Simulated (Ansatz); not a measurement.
Calculated with Ansatz (gas phase, PBE0-D4/def2-TZVP geometries, no zero-point term in ΔE). CCSD(T)/CBS is the MP2 limit (def2-TZVPP, def2-QZVPP) plus CCSD(T) − MP2 in def2-TZVPP, frozen cores. This one scheme is used for every species. DFT in def2-TZVPP. No spin–orbit coupling; open shells (•) take unrestricted orbitals.

`[SiH3][SiH2]Cl` + `[CH3]`• → `[SiH2][SiH2]Cl`• + CH₄  (hydrogen abstraction from the Si–H bond)

CCSD(T)/CBS gives -78.3 kJ/mol.

Task: Another level gave -80.6 kJ/mol. Which?
A. LDA (SPW92)/def2-TZVPP
B. r2SCAN0-D4/def2-TZVPP
C. HF/def2-TZVPP
D. LC-ωPBE/def2-TZVPP

Result: D. LC-ωPBE -80.6, LDA (SPW92) -107.9, r2SCAN0-D4 -76.6, HF/def2-TZVPP -48.8 kJ/mol.

Largest T1 diagnostic among the species: 0.013.

In def2-TZVPP, CCSD(T) changes the Hartree–Fock value by −29.7 kJ/mol (the triples alone add −3.3 kJ/mol) and MP2 by −36.3 kJ/mol. Leaving LDA and LC-ωPBE aside and taking each functional with its dispersion term where it has one, the values, not all of them listed here, spread over 22.0 kJ/mol, from PBE-D4 to BHLYP-D4. LDA lies −15.1 kJ/mol from PBE without D4. From BLYP to BHLYP (50 % exact exchange), in def2-TZVPP and without D4, ΔE moves by +12.3 kJ/mol.
